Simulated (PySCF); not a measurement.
# Choosing a basis for TDDFT

Monofluorosilane, FH₃Si.
InChI=1S/FH3Si/c1-2/h2H3

TDDFT with PBE0 (PySCF), vertical singlets, core orbitals frozen in the response, spherical d and f functions. Isolated species at its PBE0-D3(BJ)/def2-SVP geometry, gas phase.

| basis | functions | diffuse | S1 (eV) | S2 (eV) | S3 (eV) | S4 (eV) | S5 (eV) | LUMO (eV) | α (au) |
| --- | --- | --- | --- | --- | --- | --- | --- | --- | --- |
| 6-31G* | 38 | no | 8.23 | 8.23 | 10.25 | 10.62 | 10.62 | 0.30 | 20.6 |
| 6-31+G* | 46 | yes | 7.91 | 7.92 | 9.03 | 9.03 | 10.02 | -0.38 | 23.5 |
| def2-SVP | 47 | no | 8.34 | 8.35 | 10.02 | 10.52 | 10.52 | 0.37 | 23.1 |
| def2-SVPD | 71 | yes | 7.99 | 8.00 | 9.32 | 9.32 | 9.42 | -0.18 | 28.7 |
| aug-cc-pVDZ | 77 | yes | 7.81 | 7.81 | 8.77 | 8.78 | 9.21 | -0.46 | 29.0 |
| def2-TZVP | 86 | no | 7.94 | 7.94 | 9.56 | 10.09 | 10.09 | -0.18 | 26.3 |
| def2-TZVPD | 110 | yes | 7.82 | 7.82 | 9.11 | 9.12 | 9.22 | -0.38 | 29.0 |
| aug-cc-pVTZ | 165 | yes | 7.78 | 7.78 | 8.77 | 8.77 | 9.13 | -0.49 | 29.2 |

Problem. How much do these states and the polarisability depend on the basis?

Solution. States are compared by their number. Against the largest diffuse basis here (aug-cc-pVTZ, itself not a converged limit), sets without diffuse functions differ by up to 0.56 eV in S1 and 1.49 eV in S5; the smaller diffuse sets differ by up to 0.22 and 0.89 eV. State by state, the largest deviation of a set without diffuse functions is S1 0.56, S2 0.56, S3 1.48, S4 1.85, S5 1.49 eV. The same number needn't mean the same state in each row. Against aug-cc-pVTZ the polarisability deviates by -29% in 6-31G*, -19% in 6-31+G*, -21% in def2-SVP, -2% in def2-SVPD, 0% in aug-cc-pVDZ, -10% in def2-TZVP, -1% in def2-TZVPD. A single + in a Pople set puts diffuse functions on heavy atoms only.

Without π bonds the low states are Rydberg-like; a valence basis with one diffuse set may place them up to an eV too high.
